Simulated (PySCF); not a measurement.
Species: hydrogen chloride, HCl.
SMILES: `Cl`

Level of theory: PBE0/pcSseg-1 in PySCF (dipole) on a GFN2-xTB geometry, gas phase.

Take the most abundant isotopes and a rigid rotor. 

Q: What are the moment of inertia and the rotational constant?

A: I = 1.598 u·Å², B = 505379 MHz·u·Å²/I = 316280 MHz (10.5500 cm⁻¹, or 15.179 K as hB/k). For two atoms I = μr² with μ = 0.9796 u and r = 1.2772 Å.

Q: List the first levels of a rigid rotor in a Σ state.

A: E(J) = BJ(J+1): J = 1: 21.100, J = 2: 63.300, J = 3: 126.600, J = 4: 210.999, J = 5: 316.499, J = 6: 443.099 cm⁻¹.

Q: Where do the first rotational lines fall?

A: The dipole is 1.46 D; J+1 ← J lies at 2B(J+1): 1 ← 0 at 632.56 GHz, 2 ← 1 at 1265.12 GHz, 3 ← 2 at 1897.68 GHz, 4 ← 3 at 2530.24 GHz, 5 ← 4 at 3162.80 GHz, 6 ← 5 at 3795.36 GHz.

Q: Estimate the classical rotational partition function at 100 K.

A: Point group C∞v, symmetry number σ = 1; q = kT/(σhB), k/h = 20836.6 MHz/K: 6.6 at 100 K.

Stationary, but not proved a minimum. No vibrational averaging or centrifugal distortion is included, and the geometry carries the error of its method.
